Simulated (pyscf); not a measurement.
PySCF, gas phase, ωB97X-D3(BJ)/def2-SVP geometries.

### Question
Estimate the classical barrier height and the reaction energy of O=TiH–OH -> O=Ti=O + hydrogen (H₂) at ωB97M-D3(BJ)/def2-TZVP. The step runs on the singlet surface, breaks H–Ti, H–O and forms H–H; take the reactant's lowest minimum found as zero.

### Answer
ΔE‡ = 38.9 kcal/mol, ΔE = +40.1 kcal/mol. Zero-point energy shifts the barrier by -1.5 kcal/mol. It is an elimination, with an imaginary mode of 1094i cm⁻¹. On the product side the descent ends in an adduct with a H–Ti contact, 8.8 kcal/mol under the separated species and 7.3 kcal/mol under the saddle at ωB97X-D3(BJ)/def2-TZVP. At ωB97M-D3(BJ) the saddle lies under the separated products, which points to a path from their complex (located at ωB97X-D3(BJ) alone), and parting the products costs more than the saddle. One saddle was located; it need not be the lowest between these sides.
